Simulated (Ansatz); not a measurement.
# CH3Al (SMILES C[Al]): methods side by side

CH3Al has 5 atoms, charge 0, and is taken as a singlet. SMILES: `C[Al]`. The shape was relaxed beforehand at wB97X-V/def2-SVP.

```
atom    x (Å)    y (Å)    z (Å)
   C  -0.1279  -0.0561   0.0527
  Al   1.5812   0.6929  -0.6507
   H  -0.2328  -1.1359  -0.1729
   H  -0.2070   0.0501   1.1528
   H  -1.0134   0.4489  -0.3819
```

Quantity: the adiabatic electron affinity (to the doublet anion, shapes relaxed at wB97X-V/def2-SVP, no zero-point term), in eV. The values are calculated.

The electron affinity is E(neutral) − E(anion): positive where the electron is bound.

```
               level                    kind  program  value (eV)  less CCSD(T)/def2-TZVPP  CPU time (all runs)
       HF/def2-TZVPP            Hartree–Fock   Ansatz       -0.72                    -0.32                5.1 s
     BLYP/def2-TZVPP                     GGA   Ansatz       -0.49                    -0.09                5.2 s
      PBE/def2-TZVPP                     GGA   Ansatz       -0.26                    +0.14                4.8 s
   r2SCAN/def2-TZVPP                meta-GGA   Ansatz       -0.17                    +0.23                9.8 s
CAM-B3LYP/def2-TZVPP  range-separated hybrid   Ansatz       -0.38                    +0.02                5.4 s
  wB97M-V/def2-TZVPP  range-separated hybrid   Ansatz       -0.63                    -0.23                 14 s
  RPA@PBE/def2-TZVPP                     RPA   Ansatz       -0.12                    +0.28                6.9 s
  CCSD(T)/def2-TZVPP   coupled cluster or CI   Ansatz       -0.40                     0.00                 13 s
```

CCSD(T)/def2-TZVPP is the highest level here, not the true value. Its T1 diagnostic reaches 0.050, a sign that one reference may not serve. The values span -0.72 to -0.12 eV. Spin contamination of the reference (⟨S²⟩ at least 0.1 too high) touches HF/def2-TZVPP, CCSD(T)/def2-TZVPP. Negative values mean that the anion is unbound at that level; they are set by how diffuse the basis is and aren't properties of the molecule. Times are those of the runs behind each value, whatever else they computed, on shared processors of several kinds: orders of magnitude only.
